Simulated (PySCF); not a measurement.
Frontier levels across methods

Si₃H₈.
Z-matrix (Å and degrees, PBE0-D3(BJ)/def2-SVP geometry), rows numbered from 1:
```
Si
Si  1  2.3443
Si  2  2.3451  1  108.97
H   1  1.4953  2  111.76  3  -178.94
H   1  1.4961  2  109.48  3   -58.31
H   1  1.4960  2  109.37  3    60.48
H   2  1.4975  1  109.93  3  -120.68
H   2  1.4977  1  109.77  3   120.10
H   3  1.4959  2  109.36  1    64.02
H   3  1.4961  2  109.56  1   -54.85
H   3  1.4953  2  111.68  1  -175.45
```

Basis pcSseg-2 throughout (PySCF), one geometry. Isolated species at its PBE0-D3(BJ)/def2-SVP geometry, gas phase.

**Question.** How do the orbital energies, the gap and the dipole change with the method?

**Answer.** 
```tsv
method	kind	HOMO (eV)	LUMO (eV)	gap (eV)	μ (D)	SCF cycles
BLYP	GGA	-6.83	-0.88	5.95	0.13	12
B97-D	GGA	-6.95	-0.91	6.04	0.12	12
PBE	GGA	-6.99	-1.05	5.94	0.11	12
OPBE	GGA	-7.00	-0.95	6.04	0.09	11
KT2	GGA	-7.04	-1.09	5.94	0.11	12
LDA	LDA	-7.05	-1.19	5.87	0.10	11
KT3	GGA	-7.06	-1.04	6.02	0.11	11
BP86	GGA	-7.07	-1.09	5.99	0.11	12
B3LYP	global hybrid	-7.83	-0.41	7.42	0.14	11
PBE0	global hybrid	-8.04	-0.25	7.79	0.12	11
mPW1PW91	global hybrid	-8.07	-0.25	7.82	0.12	11
wB97X-D	range-separated hybrid	-9.80	1.44	11.25	0.13	10
HF	Hartree–Fock	-10.48	2.66	13.14	0.16	9
```

The HOMO spans 3.65 eV, from BLYP down to HF, and the gap runs from 5.87 eV (LDA) to 13.14 eV (HF). Over the methods BLYP (0 %), B97-D (0 %), PBE (0 %), OPBE (0 %), KT2 (0 %), LDA (0 %), KT3 (0 %), BP86 (0 %), B3LYP (20 %), PBE0 (25 %), mPW1PW91 (25 %), HF (100 %), a straight line through the gap against the share of exact exchange rises by 0.72 eV for each 10 % (correlation coefficient 1.000). The dipole ranges from 0.09 D (OPBE) to 0.16 D (HF). This basis has no diffuse functions.

The vertical ΔSCF ionisation energy at PBE0/def2-SVPD is 9.87 eV; −ε(HOMO) comes closest to it with wB97X-D (9.80 eV).
